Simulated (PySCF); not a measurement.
# Functional dependence of a UV spectrum

Species: C6H10.
InChI=1S/C6H10/c1-5-6(2,3)4/h1H,2-4H3

Linear-response calculations in the def2-SVPD basis (PySCF; singlets by full response, triplets Tamm–Dancoff, core orbitals frozen in the response; HF means time-dependent Hartree–Fock). 'Strongest' is the level of largest summed f among the singlets computed (10 roots, of which the last may lack a degenerate partner); it can jump between rows when another state enters that window. S1 is the lowest singlet of each run and needn't be the same state throughout; f(S1) is that of one state. Isolated species at its PBE0-D3(BJ)/def2-SVP geometry, gas phase.

| functional | kind | S1 (eV) | f(S1) | strongest (eV) | T1 (eV) | HOMO (eV) | gap (eV) | ionisation energy, ΔSCF (eV) |
| --- | --- | --- | --- | --- | --- | --- | --- | --- |
| LDA | LDA | 6.50 | 0.033 | 6.50 | 5.63 | -6.63 | 6.48 | 9.89 |
| PBE | GGA | 6.44 | 0.032 | 6.44 | 5.42 | -6.45 | 6.42 | 9.68 |
| B3LYP | global hybrid, 20% exact exchange | 6.62 | 0.000 | 6.98 | 5.42 | -7.43 | 7.80 | 9.86 |
| PBE0 | global hybrid, 25% exact exchange | 6.66 | 0.000 | 7.26 | 5.33 | -7.66 | 8.32 | 9.83 |
| BHandHLYP | global hybrid, 50% exact exchange | 6.50 | 0.000 | 7.65 | 5.30 | -8.74 | 9.87 | 9.78 |
| CAM-B3LYP | range-separated hybrid | 6.58 | 0.000 | 7.51 | 5.40 | -9.04 | 10.33 | 9.98 |
| HF | Hartree–Fock | 6.14 | 0.000 | 10.23 | 4.70 | -10.39 | 13.00 | not settled |

S1 runs from 6.14 eV (HF) to 6.66 eV (PBE0), a spread of 0.52 eV, while the orbital gap spreads over 6.6 eV. −ε(HOMO) comes closest to its own ΔSCF ionisation energy with CAM-B3LYP (-0.93 eV) and misses most with LDA (-3.27 eV). 'Not settled' means that the ion's SCF failed to converge or may have ended in another state than the lowest.
